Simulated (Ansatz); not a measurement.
The input, for Ansatz 0.2.0:

```yaml
crystal:
  periodic: [false, false, false]
  atoms:
    - {symbol: Si, position_ang: [0.000000, 0.000000, -0.367175]}
    - {symbol: Al, position_ang: [0.000000, 0.000000, 2.279346]}
    - {symbol: H, position_ang: [0.000000, 0.000000, -1.912171]}
basis:
  gaussian: {orbitals: cc-pVTZ}
magnetization: {spin_polarized: true, initial_magnetization: 0}
hamiltonian: {xc: {name: PBE-QIDH}}
correlation: {electrons: outside_noble_gas}
```

```sh
$ ansatz run in.yaml --threads 1 --pin off --events-out ev --progress --plain --max-ram 2393MiB
```

Output:

```
505 factors; integrals over basis functions are off by at most 1.1e-3 eV
mean field evaluation 1: about -14473.5712 eV, gradient 6.2e0 eV
mean field evaluation 2: about -14473.5712 eV, gradient 6.2e0 eV
mean field evaluation 4: about -14474.1602 eV, gradient 7.4e-1 eV
mean field evaluation 8: about -14474.1689 eV, gradient 2.3e-2 eV
mean field evaluation 16: about -14474.1689 eV, gradient 1.1e-5 eV
mean field evaluation 32: about -14474.1194 eV, gradient 4.2e-1 eV
mean field evaluation 64: about -14474.4090 eV, gradient 6.5e0 eV
mean field -14475.03479433 eV, -531.9477171605 hartree, gradient 3.1e-6 eV, S^2 1.020770; 6 other end points of the search recorded, 0 dependent functions left out
10 core orbitals not correlated: weight in the atoms' cores, before any rotation towards them, 1.000 or more for the frozen orbitals, at most 0.000 for the correlated occupied ones
reference -14475.03480432 eV, -531.9477175277 hartree; 4, 4 occupied and 68, 68 virtual orbitals, 505 factors
second order -4.48958421 eV of doubles, -0.00000000 eV of singles
Total energy: -14476.53133239 eV, -532.0027139199 hartree
```

Ran on 1 thread of Intel Xeon Platinum 8375C, shared host: 7.5 s wall, 0.17 GiB peak host memory.
